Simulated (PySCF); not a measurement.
formic acid cation (CH₂O₂), SMILES O=CO (connectivity only; charge and spin as stated), charge +1, multiplicity 2. Atoms are numbered in the order given.

```xyz
5

O      0.0821     1.0903     0.0000
C     -0.3966    -0.0862     0.0000
O      0.2693    -1.1443     0.0000
H      1.0632     1.1586     0.0000
H     -1.4945    -0.2087     0.0000
```
Charge +1, spin multiplicity 2.

Geometry optimised at B3LYP-D3(BJ)/def2-TZVP. The spin state was assumed, not searched. The values are those of a single conformer.

Computed with M06-2X/def2-TZVPD run with PySCF.

Mulliken values depend strongly on the basis, most of all with diffuse functions as here. ESP charges are fitted to the potential on shells at 1.4 to 2.0 van der Waals radii. Atomic charges (e):

```csv
atom,Mulliken,meta-Löwdin,ESP fit,Mulliken spin
O1,-0.34,-0.27,-0.32,0.05
C2,0.56,0.53,0.44,-0.07
O3,-0.02,0.07,0.07,0.98
H4,0.46,0.43,0.53,0.00
H5,0.35,0.25,0.28,0.04
```
